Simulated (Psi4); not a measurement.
# BHO2 (oxoborinic acid): CCSD(T)/pcseg-1

What is the vertical electron affinity of BHO2 (oxoborinic acid) at CCSD(T)/pcseg-1? 

The calculation is run with Psi4 1.11.

5 further runs of the same task are left out: 2 that didn't finish, 3 set aside as unsound or not needed.

## 1. The molecule

BHO2 has 4 atoms, charge 0, and is taken as a singlet. As SMILES, `O=BO`. The shape is that of a PBE0-D4/def2-TZVP optimisation.

Bond lengths: O1–B2 1.210 Å, B2–O3 1.322 Å, O3–H4 0.960 Å. Angles: O1–B2–O3 177.5°, B2–O3–H4 117.0°.

## 2. A single-point energy at CCSD(T)/pcseg-1

Contents of job.json:

```json
{
 "schema_name": "qcschema_input",
 "schema_version": 1,
 "molecule": {
  "schema_name": "qcschema_molecule",
  "schema_version": 2,
  "symbols": ["O", "B", "O", "H"],
  "geometry": [-2.9387131, 0.98927163, 0.80974764, -0.8010549, 0.24944385, 0.46978591, 1.54333933, -0.57069729, 0.20522426, 2.19642867, -0.66801819, -1.48475782],
  "molecular_charge": 0,
  "molecular_multiplicity": 1
 },
 "driver": "energy",
 "model": {
  "method": "ccsd(t)",
  "basis": "pcseg-1"
 },
 "keywords": {
  "scf_type": "pk"
 }
}
```

Launch:

```bash
$ psi4 --qcschema job.json -n 1 --memory 1600MB
```

stdout:

```text
[...]
  Running in c1 symmetry.
[...]
  Nuclear repulsion =   54.005576512366055
[...]
  Multiplicity = 1
[...]
  Nalpha       = 11
  Nbeta        = 11
[...]
    Number of basis functions: 47
[...]
   @RHF iter   1:  -174.88138351987243   -1.00791e+00   1.34524e-02 ADIIS/DIIS
[...]
   @RHF iter  12:  -175.03875306681945   -3.21165e-12   6.76110e-09 DIIS
[...]
    Orbital Energies [Eh]
    ---------------------
    Doubly Occupied:
       1A    -20.624124     2A    -20.523074     3A     -7.676230
       4A     -1.446429     5A     -1.317325     6A     -0.826533
       7A     -0.664122     8A     -0.625574     9A     -0.612322
      10A     -0.498946    11A     -0.493000
[...]
  @RHF Final Energy:  -175.03875306681945
   => Energetics <=
    Nuclear Repulsion Energy =             54.0055765123660549
    One-Electron Energy =                -347.4733011392316939
    Two-Electron Energy =                 118.4289715600461648
    Total Energy =                       -175.0387530668194529
[...]
 Multipole Moments:
 ------------------------------------------------------------------------------------
     Multipole            Electronic (a.u.)      Nuclear  (a.u.)        Total (a.u.)
 ------------------------------------------------------------------------------------
 L = 1.  Multiply by 2.5417464519 to convert [e a0] to [Debye]
 Dipole X            :         -0.1518830            1.4880401            1.3361571
 Dipole Y            :          0.0488808           -0.4555203           -0.4066396
 Dipole Z            :          0.0693655           -0.9694934           -0.9001278
 Magnitude           :                                                    1.6615961
[...]
      * MP2 total energy                      = -175.491405402314228
[...]
      * CCSD total energy                     = -175.494886015314734
[...]
      * CCSD(T) total energy                  = -175.506671661831319
[...]
```

The result, in JSON:

```text
{
 "driver": "energy",
 "model": {
  "method": "ccsd(t)",
  "basis": "pcseg-1"
 },
 "success": true,
 "return_result": -175.50667166183132,
 "properties": {
  "calcinfo_nbasis": 47,
  "calcinfo_nmo": 47,
  "calcinfo_nalpha": 11,
  "calcinfo_nbeta": 11,
  "calcinfo_natom": 4,
  "nuclear_repulsion_energy": 54.005576512366055,
  "return_energy": -175.50667166183132,
  "scf_one_electron_energy": -347.4733011392317,
  "scf_two_electron_energy": 118.42897156004616,
  "scf_dipole_moment": [1.3361570902461701, -0.40663959015847967, -0.9001278365374847],
  "scf_total_energy": -175.03875306681945,
  "scf_iterations": 12,
  "mp2_same_spin_correlation_energy": -0.12388558850423459,
  "mp2_opposite_spin_correlation_energy": -0.32876674699030134,
  "mp2_singles_energy": -8.67598414455107e-29,
  "mp2_doubles_energy": -0.45265233549453593,
  "mp2_correlation_energy": -0.45265233549453593,
  "mp2_total_energy": -175.49140540231423,
  "ccsd_same_spin_correlation_energy": -0.10632864417070603,
  "ccsd_opposite_spin_correlation_energy": -0.3498043043243399,
  "ccsd_singles_energy": 0.0,
  "ccsd_doubles_energy": -0.45613294849504593,
  "ccsd_correlation_energy": -0.456132948495046,
  "ccsd_total_energy": -175.49488601531473,
  "ccsd_iterations": 14,
  "ccsd_prt_pr_correlation_energy": -0.46791859501163796,
  "ccsd_prt_pr_total_energy": -175.50667166183132
 }
}
```

Run time: 3.9 s. Hardware: 1 thread of Intel Xeon 6975P-C (Granite Rapids), shared host; peak memory 0.22 GiB.

## 3. The doublet anion

Contents of job.py:

```python
import psi4

psi4.set_memory('1600 MB')
psi4.set_num_threads(1)
psi4.set_output_file('psi4.out', False)

m = psi4.geometry("""
-1 2
O     -1.555100     0.523500     0.428500
B     -0.423900     0.132000     0.248600
O      0.816700    -0.302000     0.108600
H      1.162300    -0.353500    -0.785700
""")

psi4.set_options(dict(basis='pcseg-1', reference='uhf', scf_type='pk'))

result = psi4.energy("ccsd(t)", molecule=m)
print(f'ccsd(t) energy: {result:.10f} Eh')
for k, v in sorted(psi4.core.scalar_variables().items()):
    print(f'{k:45s} {v:18.10f}')
```

Launch:

```bash
$ python job.py
```

psi4.out:

```text
[...]
  Running in c1 symmetry.
[...]
  Nuclear repulsion =   54.005576575383920
[...]
  Multiplicity = 2
[...]
  Nalpha       = 12
  Nbeta        = 11
[...]
    Number of basis functions: 47
[...]
   @UHF iter   1:  -174.73348493602106   -8.60008e-01   1.47462e-02 DIIS/ADIIS
[...]
   @UHF iter  19:  -174.94078803558736   -1.08002e-12   3.53055e-09 DIIS
[...]
   @S^2 Observed:                7.526992981E-01
[...]
    Orbital Energies [Eh]
    ---------------------
    Alpha Occupied:
       1A    -20.341898     2A    -20.309042     3A     -7.441671
       4A     -1.184826     5A     -1.111735     6A     -0.551647
       7A     -0.416053     8A     -0.399251     9A     -0.367307
      10A     -0.289705    11A     -0.273921    12A      0.084275
    Alpha Virtual:
      13A      0.379963    14A      0.392343    15A      0.398174
      16A      0.512313    17A      0.654061    18A      0.661912
      19A      0.908636    20A      1.058194    21A      1.201503
      22A      1.245828    23A      1.295490    24A      1.380466
      25A      1.474682    26A      1.490147    27A      1.574940
[...]
  @UHF Final Energy:  -174.94078803558736
   => Energetics <=
    Nuclear Repulsion Energy =             54.0055765753839196
    One-Electron Energy =                -352.6836752154853230
    Two-Electron Energy =                 123.7373106045140219
    Total Energy =                       -174.9407880355873601
  UHF NO Occupations:
  HONO-2 :   10  A 1.9997108
  HONO-1 :   11  A 1.9993066
[...]
 Multipole Moments:
 ------------------------------------------------------------------------------------
     Multipole            Electronic (a.u.)      Nuclear  (a.u.)        Total (a.u.)
 ------------------------------------------------------------------------------------
 L = 1.  Multiply by 2.5417464519 to convert [e a0] to [Debye]
 Dipole X            :         -2.2282291            1.4880401           -0.7401890
 Dipole Y            :          0.6458081           -0.4555203            0.1902877
 Dipole Z            :          1.8990928           -0.9694934            0.9295995
 Magnitude           :                                                    1.2034303
[...]
      * MP2 total energy                      = -175.404271825043764
[...]
      * CCSD total energy                     = -175.407177793493531
[...]
      * CCSD(T) total energy                     = -175.420044369359687
```

Wall time 11 s (1 thread of Intel Xeon 6975P-C (Granite Rapids), shared host); peak memory 0.23 GiB.

## 4. Outcome

At CCSD(T)/pcseg-1:

| quantity | value |
| --- | --- |
| singlet BHO2: total energy | -175.50667 Eh |
| singlet BHO2: HOMO energy (Hartree–Fock orbitals) | -13.42 eV |
| singlet BHO2: LUMO energy (Hartree–Fock orbitals) | 3.01 eV |
| singlet BHO2: HOMO–LUMO gap (Hartree–Fock orbitals) | 16.42 eV |
| singlet BHO2: correlation energy | -467.9 mEh |
| singlet BHO2: (T) correction | -11.79 mEh |
| singlet BHO2: T1 diagnostic | 0.014 |
| doublet anion: total energy | -175.42004 Eh |
| doublet anion: HOMO energy (Hartree–Fock orbitals) (highest over α and β) | 2.29 eV |
| doublet anion: LUMO energy (Hartree–Fock orbitals) (lowest over α and β) | 10.05 eV |
| doublet anion: correlation energy | -479.3 mEh |
| doublet anion: (T) correction | -12.87 mEh |
| doublet anion: ⟨S²⟩ of the reference determinant | 0.753 |
| doublet anion: T1 diagnostic | 0.031 |
| vertical electron affinity (to the doublet anion) | -2.357 eV |

**Reading.** The anion lies 2.36 eV (54 kcal/mol) above the neutral: the electron isn't bound at this level, and such a value depends on the basis. Without diffuse functions anions come out too high. The triples (singlet BHO2) make up 2.5 % of the correlation energy. The triples (doublet anion) make up 2.7 % of the correlation energy. The HOMO (doublet anion) lies at positive energy, 2.29 eV: the electron is unbound at this level or held by a compact basis; values depend on the basis.
